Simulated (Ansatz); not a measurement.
**H₃O (doublet): from Hartree-Fock to the top rungs at distance H1–H2 along a hydrogen transfer = 0.962 Å, cc-pVDZ**

Aim: climb from Hartree-Fock through coupled cluster and multireference methods for H₃O (doublet) at one geometry and basis, and see what each rung misses.

Computed with Ansatz 0.2.0, Gaussian basis. Level: cc-pVDZ, core rule «outside noble gas», up to 1 orbitals frozen.

Plan: UHF; CCSD(T) on ROHF; CCSD(T) on UHF; BCCD(T) on ROHF; CISD; CCSDT(Q) on ROHF; CCSDT(Q) on UHF; CCSDTQ on ROHF; CCSDTQ on UHF; CASSCF and MRCISD+Q, 3 electrons in 3 orbitals; CASSCF and NEVPT2, 3 electrons in 3 orbitals; CASSCF and MRCISD+Q, 9 electrons in 7 orbitals; CASSCF and NEVPT4(SD), 9 electrons in 7 orbitals; CASSCF and NEVPT2, 9 electrons in 7 orbitals.

**1. What is computed**

The geometry derives from fragments relaxed apart (PBE0/def2-TZVP) and kept rigid, so it is no stationary point. A hydrogen atom is moved between rigid fragments.

4 atoms, charge 0, spin multiplicity 2.

Atoms are counted from 1 here; the program's logs count them from 0.

Bond lengths: O3–H4 0.973 Å.

**2. UHF**

Contents of in.yaml:

```yaml
crystal:
  periodic: [false, false, false]
  atoms:
    - {symbol: H, position_ang: [-2.067838, 0.049803, 0.000000]}
    - {symbol: H, position_ang: [-1.105838, 0.049803, 0.000000]}
    - {symbol: O, position_ang: [0.173162, 0.049803, 0.000000]}
    - {symbol: H, position_ang: [0.425020, -0.890147, 0.000000]}
basis:
  gaussian: {orbitals: cc-pVDZ}
magnetization: {spin_polarized: true, initial_magnetization: 1}
hamiltonian: {xc: hf}
output: {orbitals: {seedname: orbitals}}
```

Run with:

```console
$ ansatz run in.yaml --threads 1 --pin off --events-out ev --progress --plain --max-ram 2816MiB --backend cpu
```

Further steps of the session: CCSD(T) on ROHF; CCSD(T) on UHF; BCCD(T) on ROHF; CISD; CCSDT(Q) on ROHF; CCSDT(Q) on UHF; CCSDTQ on ROHF; CCSDTQ on UHF; CASSCF and MRCISD+Q, 3 electrons in 3 orbitals; CASSCF and NEVPT2, 3 electrons in 3 orbitals; CASSCF and MRCISD+Q, 9 electrons in 7 orbitals; CASSCF and NEVPT4(SD), 9 electrons in 7 orbitals; CASSCF and NEVPT2, 9 electrons in 7 orbitals.

Q: Predict the results of all the runs planned. Wanted: UCCSDTQ below the RHF energy; RMP2 from UCCSDTQ; UMP2 from UCCSDTQ; RCCSD from UCCSDTQ; RCCSD(T) from UCCSDTQ; UCCSD(T) from UCCSDTQ; RCCSDT(Q) from UCCSDTQ; UCCSDT(Q) from UCCSDTQ; NEVPT2 pair from UCCSDTQ.

As calculated:

| quantity | value |
| --- | --- |
| UCCSDTQ below the RHF energy | -6.5554 eV |
| RMP2 from UCCSDTQ | +18.32 kcal/mol |
| UMP2 from UCCSDTQ | +17.39 kcal/mol |
| RCCSD from UCCSDTQ | +3.18 kcal/mol |
| RCCSD(T) from UCCSDTQ | +0.61 kcal/mol |
| UCCSD(T) from UCCSDTQ | +0.58 kcal/mol |
| RCCSDT(Q) from UCCSDTQ | -0.01 kcal/mol |
| UCCSDT(Q) from UCCSDTQ | -0.01 kcal/mol |
| NEVPT2 pair from UCCSDTQ | +11.45 kcal/mol |
| NEVPT2 valence from UCCSDTQ | +16.50 kcal/mol |
| NEVPT4(SD) valence from UCCSDTQ | +1.54 kcal/mol |
| levels within 1 kcal/mol (43 meV) | RCCSD(T), UCCSD(T), BCCD(T), RCCSDT, UCCSDT, RCCSDT(Q), UCCSDT(Q), RCCSDTQ, MRCISD+Q valence |
| T1 diagnostic | 0.050 |
| effectively unpaired electrons | 1.02 |

What this shows: RCCSD(T) misses by +0.61 kcal/mol, 0.4 % of the correlation energy. The occupations are near whole numbers, but T1 = 0.050 shows that the orbitals relax strongly. Of the multireference levels listed MRCISD+Q valence comes nearest in total energy (+0.51 kcal/mol), which doesn't show that its space is the better one. These misses are within one basis, not against nature; the frozen cores of restricted and unrestricted runs differ, which can shift their rows.
